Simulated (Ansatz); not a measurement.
# FH5SSi: the cost of one run

All numbers below are computed with Ansatz 0.2.0 (RKS LDA/6-31G*).

## 1. Starting point

Bond lengths: Si1–H3 1.460 Å, Si1–F4 1.589 Å, Si1–H5 1.459 Å, Si1–S6 2.460 Å, S6–H7 1.400 Å. Angles: H3–Si1–F4 109.5°, H3–Si1–H5 109.5°, H3–Si1–S6 178.9°, F4–Si1–H5 109.5°, F4–Si1–S6 69.8°, H5–Si1–S6 70.1°, Si1–S6–H7 109.5°.

As a file:

```xyz
8

Si    0.0000    0.0000    0.0000
H     0.0000    0.0000    1.8100
H     1.3768    0.0000   -0.4862
F    -0.7489    1.2974   -0.5295
H    -0.6877   -1.1914   -0.4862
S    -2.3345    0.0074    0.7757
H    -3.0926   -0.8639   -0.0155
H    -0.9511    0.0030    1.8802
```

## 2. A restrained relaxation towards end A

Springs on the bonds that form and break draw the guess towards this end; the thresholds are loose.

input.yaml

```yaml
crystal:
  periodic: [false, false, false]
  atoms:
    - { symbol: Si, position_ang: [0.0, 0.0, 0.0] }
    - { symbol: H, position_ang: [0.0, 0.0, 1.81] }
    - { symbol: H, position_ang: [1.3768, 0.0, -0.4862] }
    - { symbol: F, position_ang: [-0.7489, 1.2974, -0.5295] }
    - { symbol: H, position_ang: [-0.6877, -1.1914, -0.4862] }
    - { symbol: S, position_ang: [-2.3345, 0.0074, 0.7757] }
    - { symbol: H, position_ang: [-3.0926, -0.8639, -0.0155] }
    - { symbol: H, position_ang: [-0.9511, 0.003, 1.8802] }
basis:
  gaussian: { orbitals: "6-31G*" }
hamiltonian:
  xc: lda
relax:
  f_tol: 0.15
  max_steps: 25
  restrain:
    - { distance: [0, 5], at: 3.36, k: 30.0 }
    - { distance: [7, 1], at: 1.86, k: 30.0 }
    - { distance: [0, 1], at: 1.46, k: 30.0 }
    - { distance: [7, 5], at: 1.4, k: 30.0 }
output:
  orbitals: {}
```

Launch:

```console
$ ansatz run input.yaml --threads 1 --pin off --max-ram 2048MiB --backend cpu --events-out ev --progress --plain --runs-dir out
```

Q: Estimate wall time and peak memory on 1 thread of Arm Neoverse V1, shared host.

About 17 s, with a peak of 0.12 GiB.
